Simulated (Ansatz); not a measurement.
**How far each method lies from UCCSDT(Q) for H₃S⁺, triplet**

Geometry: a point of a stretch scan, not a stationary point.

```csv
atom,x (Å),y (Å),z (Å)
S,0.0000,-0.0391,-0.0170
H,0.0000,1.3184,-0.0170
H,0.0000,-0.0365,2.0960
H,0.0000,-0.0372,-1.5372
```

Basis cc-pVDZ; Ansatz 0.2.0. Only valence electrons are correlated (noble-gas cores frozen), which leaves 8 electrons in 28 orbitals. Prefix R: restricted or restricted open-shell reference; prefix U: unrestricted. Active spaces: pair = (4e, 4o) about the gap; valence = (8e, 7o) chosen from the atoms' valence shells.

Full CI isn't at hand for all of this; UCCSDT(Q) serves as the reference, and is uncertain by about the last step of the cluster series. The frozen core follows each run's orbitals, which can shift R against U totals by a few meV.

For open shells CISD is restricted-active-space CI with the open shells as a complete middle space.

The UHF ⟨S²⟩ is 2.020 and the T1 diagnostic (RCCSD) is 0.0208. The largest doubles amplitude (RCCSD) is 0.068 and the T1 diagnostic (UCCSD) is 0.0132.

```
   level  E − E(RHF) (eV)
     UHF          -0.1648
    RMP2          -3.4482
    UMP2          -3.4345
   RCCSD          -4.1704
   UCCSD          -4.1729
RCCSD(T)          -4.2632
UCCSD(T)          -4.2634
```

(1) Estimate how far UCCSDT(Q) in cc-pVDZ lies from RCCSD(T). The table doesn't fix it; the size of (T) and the diagnostics are the guide.

(1) UCCSDT(Q) in cc-pVDZ lies 23 meV below RCCSD(T), which is 25 % of the (T) step (-93 meV). The diagnostics give no warning, yet the rest is a sizeable part of (T).

The other levels:

```tsv
level	E − E(UCCSDT(Q)) (meV)	share of correlation (%)	wall time
CISD	285	93.34	1.4 s
BCCD(T)	23	99.46	3.1 s
RCCSDT	5	99.89	–
UCCSDT	5	99.89	–
RCCSDT(Q)	0	99.99	18 s
CASSCF (pair space)	3702	13.64	–
NEVPT2 (pair space)	711	83.40	0.94 s
MRCISD (pair space)	214	95.00	–
MRCISD+Q (pair space)	-8	100.18	1.4 s
CASSCF (valence space)	3063	28.55	–
NEVPT2 (valence space)	664	84.52	2.5 s
MRCISD (valence space)	136	96.82	–
MRCISD+Q (valence space)	-9	100.22	3.8 s
```

The correlation energy at UCCSDT(Q), counted from RHF, is -4.287 eV. That run took 16 s on 1 thread of AMD EPYC, shared host.

Times hold each run's SCF and search for its determinant on a shared host, so for small cases they say little of a method's own cost; they ran on 1 thread of AMD EPYC.

Natural occupations of CASSCF (valence space) about the gap: 1.993 1.974 1.958 1.001 1.000 0.046 0.028; effectively unpaired electrons, Σ n²(2−n)², 2.02.
